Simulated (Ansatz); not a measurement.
`B[SiH2]Cl` → BH₃ + `[SiH]Cl` at 500 K and 1 bar (silylene formation by 1,1-elimination).

Calculated with Ansatz (gas phase, PBE0-D4/def2-TZVP geometries, no zero-point term in ΔE). CCSD(T)/CBS adds triple-zeta CCSD(T) − MP2 to the extrapolated MP2 energy (def2 sets, frozen cores). This one scheme is used for every species.

```csv
species,CCSD(T)/CBS energy (Eh),H − E (kJ/mol),S (J/(mol·K))
`B[SiH2]Cl`,-776.05948,134.8,351.5
BH₃,-26.55200,86.8,208.8
`[SiH]Cl`,-749.43948,39.6,274.0
```

H − E and S are ideal-gas, rigid-rotor, harmonic terms from PBE0-D4/def2-TZVP. 1 Eh = 2625.50 kJ/mol, R = 8.31446 J/(mol·K).

Question: By hand: ΔE, ΔH, ΔS and ΔG.

Answer: ΔE = (-26.55200) + (-749.43948) − (-776.05948) = 0.06800 Eh = 178.5 kJ/mol. Δ(H − E) = 86.8 + 39.6 − 134.8 = -8.4, so ΔH = 170.1 kJ/mol. ΔS = 208.8 + 274.0 − 351.5 = 131.3 J/(mol·K). ΔG = 170.1 − 500 × (131.3)/1000 = 104.4 kJ/mol.

Question: By hand: the equilibrium constant, and the temperature at which ΔG would vanish if ΔH and ΔS stayed fixed.

Answer: log₁₀ K = −ΔG/(RT ln 10) = -10.9. ΔG = 0 at ΔH/ΔS = 1296 K.

The number of gas molecules changes by +1, which sets the sign of ΔS. A doubt of 5 kJ/mol in ΔE shifts log₁₀ K by 0.5 here. These are equilibria of isolated gas molecules and say nothing of rates. Largest T1 diagnostic: 0.013 (customary marks: 0.02 for closed shells, 0.045 for open ones).
